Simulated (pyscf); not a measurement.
This saddle point was located with ωB97X-D3(BJ)/def2-SVP in PySCF.

```xyz
9

B      0.2810     0.9285     0.4081
N      0.1220     1.4675    -0.7869
H      1.4003     0.5654     1.0137
H      0.9797     1.6252    -1.3144
C     -1.0069     0.5668     1.4835
H      0.4415     0.4107     1.5538
H     -1.6287    -0.1092     0.8804
H     -0.8880     0.1158     2.4862
H     -1.4855     1.5479     1.6087
```

Surface: singlet, charge 0. Lowest wavenumbers (cm⁻¹): 1489i, 71, 395, 554, 598.

Q: What reaction is this the transition state of?

A: HB=NH + methane (CH₄) ⇌ H₃C–B=NH + hydrogen (H₂), a four-centre exchange read from left to right: B–H, C–H broken and B–C, H–H formed. At ωB97M-D3(BJ)/def2-TZVP it lies +66.9 kcal/mol from the left side and +63.5 kcal/mol from the right (each side as separated species at their lowest minima found). At the saddle there is also a short B–H contact that neither side keeps. The same reactants have a lower exit, to H₃C–BH–NH₂ (barrier +47.7 kcal/mol at ωB97M-D3(BJ)/def2-TZVP, against +66.9 kcal/mol here). This is the saddle that the search found; another between the same sides may lie lower.
